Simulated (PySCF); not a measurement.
Gas-phase reaction: 2 BH₂Cl ⇌ 2 B + 2 H₂ + Cl₂, at 500 K and a standard pressure of 1 bar. Level: PBE0/def2-QZVP†.

Method: PySCF energies plus ideal-gas RRHO corrections (1 bar). † marks an energy on the PBE0/def2-TZVP geometry and frequencies. Open shells (unrestricted): B (multiplicity 2, electronic degeneracy 6); the rest are closed-shell singlets. Spin-orbit splitting is ignored; it lowers the true energy and changes the entropy of B. BH₂Cl: computed as isolated molecules; such fragments, hydroxides, amides, oligomers or adducts are transient or little studied in the gas. The harmonic model lacks anharmonicity and excited electronic states, which grow with temperature; levels with a mode under 35 cm⁻¹ are left out.

```json
[
 {"species": "BH₂Cl", "E (Ha)": "-486.11065", "H(500 K) − E (kJ/mol)": "75.1", "S°(500 K) (J/mol/K)": "258.0"},
 {"species": "B", "E (Ha)": "-24.61966", "H(500 K) − E (kJ/mol)": "10.4", "S°(500 K) (J/mol/K)": "164.2"},
 {"species": "H₂", "E (Ha)": "-1.16903", "H(500 K) − E (kJ/mol)": "40.9", "S°(500 K) (J/mol/K)": "145.5"},
 {"species": "Cl₂", "E (Ha)": "-920.11753", "H(500 K) − E (kJ/mol)": "19.6", "S°(500 K) (J/mol/K)": "240.8"}
]
```
E: electronic energy; H − E holds the zero-point and thermal terms. 1 Ha = 2625.5 kJ/mol.

Problem. Work out ΔH°, ΔS°, ΔG° and log10 K from these numbers.

Solution. 1. ΔE = 2×(-24.61966) + 2×(-1.16903) + 1×(-920.11753) − 2×(-486.11065) = 0.52639 Ha = 1382.0 kJ.
2. Δ(H − E) = 2×(10.4) + 2×(40.9) + 1×(19.6) − 2×(75.1) = -28.0 kJ, so ΔH° = 1354.0 kJ.
3. ΔS° = 2×(164.2) + 2×(145.5) + 1×(240.8) − 2×(258.0) = 344.2 J/K; the number of gas molecules changes by +3.
4. ΔG° = ΔH° − TΔS° = 1354.0 − 500×(344.2)/1000 = 1181.9 kJ.
5. log10 K = −ΔG°/(RT ln 10) = -123.50, with RT ln 10 = 9.57 kJ/mol; at standard pressures the reactants are favoured.
6. A shift of 10 kJ in ΔE would move log10 K by 1.04 here.
For scale, ΔH°(298 K) is 1346 kJ at this level, 1329 kJ at ωB97M-V/def2-TZVP†, and runs from 1191 to 1809 kJ over the 20 levels computed.
